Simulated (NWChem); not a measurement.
Basis-set convergence for formamide (CH₃NO)

```xyz
6

N     -0.1950    -1.0788     0.0000
C     -0.3115     0.2767     0.0000
O      0.6121     1.0582     0.0000
H      0.7294    -1.4970     0.0000
H     -1.0089    -1.6799     0.0000
H     -1.3832     0.6024     0.0000
```
Charge 0, spin multiplicity 1.

Everything below was run with NWChem. Structure: optimised with B3LYP/def2-SVP, a minimum by its harmonic frequencies. It is one conformer; others weren't searched.

Quantity: vertical ionisation energy at the level ΔPBE (Δ: difference of total energies, the cation a doublet at the parent's geometry with its hole in an orbital of symmetry a' (Cs labels); it is the state that the SCF runs reached, from PBE0 orbitals for Hartree-Fock references, and need not be the lowest).

The stability of the SCF solutions was not checked.

Relative cost: rough, from shared machines, SCF included, def2-SVP = 1.

Q: In cc-pVQZ the value is 10.21 eV. Among def2-SVP, cc-pVTZ, aug-cc-pVTZ, which is the smallest basis within 0.2 eV of it?

A: def2-SVP, with 57 functions against 255 and about 0.9 % of the time (also within reach: cc-pVTZ, aug-cc-pVTZ). cc-pVQZ isn't the basis-set limit itself, and a small set can land close by cancellation.

```csv
basis,functions,vertical ionisation energy (eV),relative cost
def2-SVP,57,10.04,1
cc-pVTZ,132,10.15,5
aug-cc-pVTZ,207,10.24,40
cc-pVQZ,255,10.21,100
```
